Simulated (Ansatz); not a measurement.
System: rock-salt RbBr. Method: r²SCAN (Ansatz, a quantum-chemistry and plane-wave program, plane waves, PAW).

Run with plane-wave cutoff 560 eV, 8×8×8 k mesh, Fermi–Dirac smearing 0.01 eV, scalar-relativistic PAW data made under PBE.

Equation-of-state points:

```csv
V (Å³/atom),E − E_lowest (meV/atom),P (GPa)
39.035,7.39,1.014
39.865,3.14,0.633
40.696,0.75,0.297
41.526,0.00,-0.002
42.357,0.70,-0.266
43.187,2.70,-0.499
44.018,5.84,-0.706
```

Problem. Estimate the bulk modulus from the pressures at 40.696 and 42.357 Å³/atom, and compare it with a fit to all energies.

Solution. B = −V dP/dV. Between V = 40.696 and 42.357 Å³/atom, dP/dV = (-0.266 − (0.297))/(42.357 − 40.696) = -0.339 GPa per Å³/atom; at the midpoint 41.526 Å³/atom this gives B ≈ 14.1 GPa. The third-order Birch–Murnaghan fit gives V0 = 41.522 Å³/atom, B0 = 14.0 GPa, B′ = 5.1, which lies within 1 % of that estimate.

Measured, for comparison: bulk modulus 16 GPa (4 K, zero-point motion not removed; as tabulated in Doll and Stoll (1998), arXiv:cond-mat/9801031); equilibrium volume per atom 39.69 Å³/atom (low temperature, zero-point motion not removed; as tabulated in Doll and Stoll (1998), arXiv:cond-mat/9801031). Computed (rounded) less measured: bulk modulus -12 %, equilibrium volume per atom +4.6 %.

The computed numbers hold no vibrational or temperature effects.

It cost around 40 core-seconds (rough) of CPU time.
